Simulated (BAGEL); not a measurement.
# OH− (hydroxide) at HF/aug-cc-pVTZ (density fitting with qzvpp-jkfit)

Aim: the vertical ionisation energy of OH− (hydroxide) at HF/aug-cc-pVTZ (density fitting with qzvpp-jkfit), from 2 runs. 

The calculation is run with BAGEL 1.2.2.

## (1) Starting point

The species is OH− (2 atoms), meant as a singlet with charge -1. SMILES: `[OH-]`. Geometry: relaxed at PBE0-D4/def2-TZVPD.

Bond lengths: O1–H2 0.964 Å.

## (2) The energy at HF/aug-cc-pVTZ (density fitting with qzvpp-jkfit)

job.json reads:

```json
{ "bagel" : [

{
  "title" : "molecule",
  "basis" : "aug-cc-pvtz.json",
  "df_basis" : "qzvpp-jkfit",
  "angstrom" : true,
  "geometry" : [
    { "atom" : "O", "xyz" : [    0.411800,   -0.131800,    0.212500 ] },
    { "atom" : "H", "xyz" : [   -0.411800,    0.131800,   -0.212500 ] }
  ]
},
{
  "title" : "hf",
  "charge" : -1
},
{
  "title" : "print",
  "file" : "orbitals.molden",
  "orbitals" : true
}

]}
```

The basis set aug-cc-pVTZ is read from a file made from the Basis Set Exchange's data (not shown).

Run with:

```
$ BAGEL_NUM_THREADS=1 BAGEL job.json > job.out
```

What it wrote:

```text
* using 1 threads per process

  ===============================================================
  ===============================================================

  *** Geometry ***

  { "atom" : "O", "xyz" : [      0.778189,     -0.249066,      0.401567 ] },
  { "atom" : "H", "xyz" : [     -0.778189,      0.249066,     -0.401567 ] },

  Number of auxiliary basis functions:       95

  Since a DF basis is specified, we compute 2- and 3-index integrals:
    o Being stored without compression. Storage requirement is 0.004 GB

  Number of basis functions:       69
  Number of electrons      :        9

    * METHOD: MOLECULE                             0.02

  *** RHF ***

  === Nuclear Repulsion ===
     4.3935670399

      * DIIS with orbital gradients will be used.

  === RHF iteration (aug-cc-pvtz.json) ===
      0        -75.01353686          0.05111085           0.00
      1        -73.64439737          0.09763124           0.00
      2        -75.38360879          0.01476909           0.00
      3        -75.40947070          0.00433465           0.00
      4        -75.41215012          0.00022165           0.00
      5        -75.41216561          0.00004489           0.00
      6        -75.41216639          0.00001360           0.00
      7        -75.41216645          0.00000477           0.00
      8        -75.41216646          0.00000137           0.00
      9        -75.41216646          0.00000038           0.00
     10        -75.41216646          0.00000024           0.00
     11        -75.41216646          0.00000007           0.00
     12        -75.41216646          0.00000002           0.00
     13        -75.41216646          0.00000001           0.00
    * SCF iteration converged.

    * Permanent dipole moment:
           (    0.504119,    -0.161348,     0.260139) a.u.

    * METHOD: HF                                   0.07

    * METHOD: PRINT                                0.01

  ===============================================================
```

Run time: 0.24 s. Hardware: 1 thread of Arm Neoverse V1, shared host.

## (3) Doublet neutral OH, same level

input.json reads:

```json
{ "bagel" : [

{
  "title" : "molecule",
  "basis" : "aug-cc-pvtz.json",
  "df_basis" : "qzvpp-jkfit",
  "angstrom" : "true",
  "geometry" : [
    { "atom" : "O", "xyz" : [       0.411800,      -0.131800,       0.212500 ] },
    { "atom" : "H", "xyz" : [      -0.411800,       0.131800,      -0.212500 ] }
  ]
},

{
  "title" : "uhf",
  "nopen" : 1
},

{
  "title" : "print",
  "file" : "orbitals.molden",
  "orbitals" : "true"
}

]}
```

The basis set aug-cc-pVTZ is read from a file made from the Basis Set Exchange's data (not shown).

Run with:

```
$ BAGEL_NUM_THREADS=1 BAGEL input.json > input.out
```

What it wrote:

```text
* using 1 threads per process

  ===============================================================
  ===============================================================

  *** Geometry ***

  { "atom" : "O", "xyz" : [      0.778189,     -0.249066,      0.401567 ] },
  { "atom" : "H", "xyz" : [     -0.778189,      0.249066,     -0.401567 ] },

  Number of auxiliary basis functions:       95

  Since a DF basis is specified, we compute 2- and 3-index integrals:
    o Being stored without compression. Storage requirement is 0.004 GB

  Number of basis functions:       69
  Number of electrons      :        9

    * METHOD: MOLECULE                             0.02

  *** Open-shell HF ***

  === Nuclear Repulsion ===
     4.3935670399

      * DIIS with orbital gradients will be used.

  === UHF iteration (aug-cc-pvtz.json) ===
      0        -75.33754519          0.04706086           0.00
      1        -75.40299681          0.01892169           0.01
      2        -75.41735791          0.01006019           0.01
      3        -75.42162969          0.00113109           0.00
      4        -75.42179945          0.00019030           0.01
      5        -75.42181882          0.00004098           0.01
      6        -75.42182387          0.00000945           0.01
      7        -75.42182516          0.00000507           0.01
      8        -75.42182579          0.00000122           0.01
      9        -75.42182584          0.00000041           0.01
     10        -75.42182585          0.00000015           0.01
     11        -75.42182585          0.00000006           0.01
     12        -75.42182585          0.00000001           0.01
     13        -75.42182585          0.00000000           0.01
    * SCF iteration converged.

    * S^2 (UHF) is 0.7570

    * Permanent dipole moment:
           (    0.590583,    -0.189021,     0.304757) a.u.

    * METHOD: UHF                                  0.10

    * METHOD: PRINT                                0.01

  ===============================================================
```

Wall time 0.26 s (1 thread of Arm Neoverse V1, shared host).

## (4) Summary of results

Level: HF/aug-cc-pVTZ (density fitting with qzvpp-jkfit).

| quantity | value |
| --- | --- |
| singlet OH−: total energy | -75.41217 Eh |
| singlet OH−: HOMO energy | -2.96 eV |
| singlet OH−: LUMO energy | 4.86 eV |
| singlet OH−: HOMO–LUMO gap (to an unbound level, set by the basis) | 7.82 eV |
| doublet neutral OH: total energy | -75.42183 Eh |
| doublet neutral OH: dipole moment | 1.76 D |
| doublet neutral OH: ⟨S²⟩ | 0.757 |
| vertical detachment energy (to the doublet neutral) | -0.263 eV |

The species is unbound against losing an electron at this level, by 0.26 eV (−6.1 kcal/mol); missing correlation or diffuse functions can give that sign where the real anion is bound.
